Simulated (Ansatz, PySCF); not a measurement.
Molecule: BF$_{2}$, charge 0, multiplicity 2. It need not be the lowest isomer of its formula. SMILES: F[B]F
Geometry: optimised at B3LYP-D3(BJ)/def2-TZVP (Ansatz, a first-principles code).

Quantity: atomisation energy (electronic, to ground-state atoms), in kcal/mol. Cores are frozen in the correlated levels unless marked. UHF or UKS for open shells. No spin-orbit coupling. Non-relativistic. The coupled-cluster limit lacks core correlation, which all-electron functionals hold. CBS(X,Y): correlation extrapolated as X^-3; Hartree-Fock from the larger set.

```json
[
 {"level": "TPSS-D4/def2-TZVPD", "program": "PySCF + dftd4", "atomisation energy (kcal/mol)": "297.8"},
 {"level": "PBE0-D3(BJ)/def2-TZVP", "program": "Ansatz + dftd3", "atomisation energy (kcal/mol)": "298.5"},
 {"level": "TPSSh-D3(BJ)/def2-TZVPD", "program": "PySCF + dftd3", "atomisation energy (kcal/mol)": "293.7"},
 {"level": "r2SCAN0-D4/def2-TZVPD", "program": "Ansatz + dftd4", "atomisation energy (kcal/mol)": "293.3"},
 {"level": "LC-wPBE/def2-TZVPD", "program": "Ansatz", "atomisation energy (kcal/mol)": "?"},
 {"level": "SCS-MP2/cc-pVQZ", "program": "Ansatz", "atomisation energy (kcal/mol)": "300.4"},
 {"level": "CCSDT/cc-pVDZ", "program": "Ansatz", "atomisation energy (kcal/mol)": "264.8"},
 {"level": "CCSD(T)/CBS(cc-pVTZ,cc-pVQZ)", "program": "Ansatz", "atomisation energy (kcal/mol)": "?"}
]
```

Problem. What belongs in the gaps?

Solution. 
- LC-wPBE/def2-TZVPD, atomisation energy (kcal/mol): 301.8
- CCSD(T)/CBS(cc-pVTZ,cc-pVQZ), atomisation energy (kcal/mol): 295.4
